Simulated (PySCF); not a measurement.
# CS₂: one-bond stretch

Level of theory: PBE0 in PySCF with C def2-TZVP, S def2-TZVP; no relativity; density-fitted integrals.

Rigid scan from the singlet minimum (C–S 1.548 Å (×2); S–C–S 180.0°). Coordinate: the bond from C to the last atom (S) scaled, the rest fixed. Energies in kJ/mol from the minimum.

(1) Predict the curve at 0.92, 0.96, 1.00, 1.05, 1.12, 1.20, 1.35, 1.55, 1.80, 2.20.

Answers

(1) 
```
scale of one bond  E (kJ/mol)  dipole size (D)
             0.92        48.7             0.82
             0.96        10.8             0.41
             1.00         0.0             0.00
             1.05        13.0             0.49
             1.12        62.1             1.13
             1.20       139.9             1.80
             1.35       295.1             2.87
             1.55       458.1                –
             1.80       571.5                –
             2.20       638.1                –
```

At long bonds a restricted determinant can lie too high, and another spin state can fall below this curve.

Other isomers or separated fragments may lie lower.
